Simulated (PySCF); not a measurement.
Reading a saddle point

A first-order saddle point of CH$_{7}$NSi, closed shell, PBE0-D4/def2-TZVP, with one imaginary mode of 1574i cm⁻¹:

Si1  (-0.948, -1.284, -0.222)
H2  (-0.021, -0.985, 1.058)
N3  (0.582, -0.228, 0.069)
C4  (0.359, 1.170, 0.356)
H5  (-1.861, -0.487, -1.113)
H6  (-0.401, -2.373, -1.089)
H7  (1.459, -0.431, -0.394)
H8  (0.138, 1.748, -0.549)
H9  (1.211, 1.620, 0.870)
H10  (-0.517, 1.251, 1.012)
(Å)

Computed with PySCF 2.14 with density fitting (its default auxiliary sets; JK sets also for MP2 and CCSD(T)) (basis: def2-TZVPP and def2-QZVPP); correlated methods freeze the cores. Extrapolation: Hartree–Fock as exp(−7.88 √X), correlation as X^−2.97.

Task: Which contacts change along the imaginary mode, and what lies on either side? (A judgement: the text doesn't fix the answer.)

Result: The calculation gives: The step is CH₅N ([CH3][NH2]) + SiH₂ → CH₇NSi ([CH3][NH][SiH3]), with the molecules in contact on both sides. Shortening one way: Si1–H2, Si1–N3; lengthening the same way: H2–N3.
```tsv
pair	one side (Å)	saddle (Å)	other side (Å)
Si1–H2	2.51	1.61	1.49
Si1–N3	2.01	1.88	1.72
H2–N3	1.01	1.38	2.61
```

Task: Which side is lower, and how far does the saddle lie above each? (An estimate is asked for; the value comes from the calculation.)

Result: The calculation gives: The side with Si1–H2, Si1–N3 short is lower by 1.408 eV; the saddle lies 3.079 eV above it and 1.671 eV above the other (CCSD(T) at an estimated basis limit (MP2 extrapolated from triple and quadruple zeta, plus CCSD(T) − MP2 in triple zeta); electronic energies).

The T1 diagnostic stays at or below 0.013. The restricted Hartree–Fock reference is unstable towards an unrestricted one at one or more of these structures.

Losses and insertions of silylenes and their heavier kin drive the gas-phase chemistry of silicon and germanium vapour deposition.

Labels in which every atom is bracketed show which atoms are joined, not bond orders.

For scale, one of the runs: CCSD(T)/def2-TZVPP, 202 basis functions, launched by `OMP_NUM_THREADS=4 python run.py`. Hardware: 4 CPU threads of an Arm Neoverse V1, shared host. Wall time 6 min; peak host memory 2.3 GiB.
